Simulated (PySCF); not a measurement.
## The first ionisation energy along group 14

All values are computed (PySCF 2.14, energy differences of UHF-based or UKS calculations, no spin-orbit coupling). Values in eV. The last column holds reference values (NIST; (s) semi-empirical, (t) theoretical, else measured). Unmarked ones compare directly (S terms, centres of terms, or small fine structure); those marked * lie between the lowest fine-structure levels and include a spin-orbit shift.

| element | configurations | UHF | MP2 (valence) | SCS-MP2 (valence) | CCSD(T) (valence) | LDA | CCSDT (valence) | reference |
| --- | --- | --- | --- | --- | --- | --- | --- | --- |
| C (aug-cc-pVDZ, non-relativistic) | [He] 2s2 2p2 → [He] 2s2 2p1 | 10.817 | 11.145 | 11.036 | 11.066 | 11.700 | 11.070 | 11.262 |
| Si (aug-cc-pV(D+d)Z, non-relativistic) | [Ne] 3s2 3p2 → [Ne] 3s2 3p1 | 7.649 | 7.965 | 7.885 | 8.014 | 8.245 | n/a | 8.157 |
| Ge (aug-cc-pVDZ-PP with ECP10MDF, ECP) | [Ar] 3d10 4s2 4p2 → [Ar] 3d10 4s2 4p1 | 7.411 | 7.680 | 7.610 | 7.722 | 7.964 | 7.725 | 7.925 |
| Sn (aug-cc-pVDZ-PP with ECP28MDF, ECP) | [Kr] 4d10 5s2 5p2 → [Kr] 4d10 5s2 5p1 | 6.858 | 7.087 | 7.027 | 7.127 | 7.416 | 7.131 | 7.389 |
| Pb (aug-cc-pVDZ-PP with ECP60MDF, ECP) | [Xe] 4f14 5d10 6s2 6p2 → [Xe] 4f14 5d10 6s2 6p1 | 6.574 | 6.775 | 6.719 | 6.815 | 7.171 | 6.818 | 7.417 * |

Q: Which of these methods has the smallest mean absolute error against the measured values here?

A: LDA, with 0.148 eV.

| method | elements | mean error (eV) | mean absolute error (eV) | largest error (eV) |
| --- | --- | --- | --- | --- |
| UHF | 4 | -0.500 | 0.500 | -0.532 |
| MP2 (valence) | 4 | -0.214 | 0.214 | -0.303 |
| SCS-MP2 (valence) | 4 | -0.294 | 0.294 | -0.362 |
| CCSD(T) (valence) | 4 | -0.201 | 0.201 | -0.262 |
| LDA | 4 | 0.148 | 0.148 | 0.438 |
| CCSDT (valence) | 3 | -0.217 | 0.217 | -0.259 |

For Pb a determinant mixes LS terms or the coupling is close to jj, so these rows are model values.

Errors include the incompleteness of the basis and the frozen core.

"Valence" correlates the outer s and p shells and, in groups 3 to 12 and the f block, the outer d or f shell, open or full, or the next shell where the ion has no valence electron left; the wider scheme adds the next inner shell.
